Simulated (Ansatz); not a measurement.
Input file:

```yaml
crystal:
  periodic: [false, false, false]
  atoms:
    - {symbol: N, position_ang: [-1.251128, 0.013798, -0.027687]}
    - {symbol: H, position_ang: [-1.548407, 0.981632, -0.027687]}
    - {symbol: H, position_ang: [-1.548407, -0.388500, 0.852572]}
    - {symbol: H, position_ang: [0.075872, 0.013798, -0.027687]}
    - {symbol: N, position_ang: [1.351872, 0.013798, -0.027687]}
    - {symbol: H, position_ang: [1.620954, -0.990428, -0.027687]}
basis:
  gaussian: {orbitals: cc-pVDZ}
magnetization: {spin_polarized: true, initial_magnetization: 2}
hamiltonian: {xc: {name: wB97M-V}}
output: {forces: true, orbitals: {seedname: orbitals}}
```

```sh
$ ansatz run in.yaml --threads 1 --pin off --events-out ev --progress --plain --max-ram 2393MiB
```

Log:

```
  # Of w^i u^j: cxij and so on, Table III.
  gx(w, u) = 1 - cx + cx01*u + cx10*w
  gss(w, u) = css00 + css04*u^4 + css10*w + css20*w^2 + css43*w^4*u^3
  gos(w, u) = cos00 + cos10*w + (cos20 + cos21*u)*w^2 + (cos60 + cos61*u)*w^6
      + integral(e_c_pw_mod_opposite_spin*gos(b97_w_opposite, b97_u_opposite)) + vv10(b, c)
446 factors; integrals over basis functions are off by at most 1.3e-3 eV
140 factors; integrals over basis functions are off by at most 7.5e-6 eV
mean field evaluation 1: about -3036.4281 eV, gradient 2.4e1 eV
mean field evaluation 2: about -3036.9612 eV, gradient 2.2e1 eV
mean field evaluation 4: about -3039.0175 eV, gradient 1.1e0 eV
mean field evaluation 8: about -3039.1055 eV, gradient 1.0e-1 eV
mean field evaluation 16: about -3039.1061 eV, gradient 1.2e-3 eV
mean field -3039.10605520 eV, -111.6850875485 hartree, gradient 7.0e-5 eV, S^2 2.016710; 0 other end points of the search recorded, 0 dependent functions left out
the calculation of the forces begins
reference -3039.10608282 eV, -111.6850885635 hartree; 10, 8 occupied and 38, 40 virtual orbitals, 446 factors
Total energy: -3039.10608282 eV, -111.6850885635 hartree
Atom 0 at    -1.251128     0.013798    -0.027687 Å, force     1.297806    -0.980858    -1.209781 eV/Å
Atom 1 at    -1.548407     0.981632    -0.027687 Å, force     0.123557     0.701333     0.330912 eV/Å
Atom 2 at    -1.548407    -0.388500     0.852572 Å, force     0.000235    -0.007175     0.736668 eV/Å
Atom 3 at     0.075872     0.013798    -0.027687 Å, force    -0.919239     0.059299     0.047537 eV/Å
Atom 4 at     1.351872     0.013798    -0.027687 Å, force    -0.208831     0.413206     0.064584 eV/Å
Atom 5 at     1.620954    -0.990428    -0.027687 Å, force    -0.293528    -0.185806     0.030079 eV/Å
Dipole moment:    -0.080831    -0.121575     0.259288 e Å
```

Forces (eV/Å):
```
N    1.298 -0.981 -1.210
H    0.124  0.701  0.331
H    0.000 -0.007  0.737
H   -0.919  0.059  0.048
N   -0.209  0.413  0.065
H   -0.294 -0.186  0.030
```

Ran on 1 thread of Intel Xeon 6975P-C, shared host: 3.1 s wall, 0.19 GiB peak host memory.
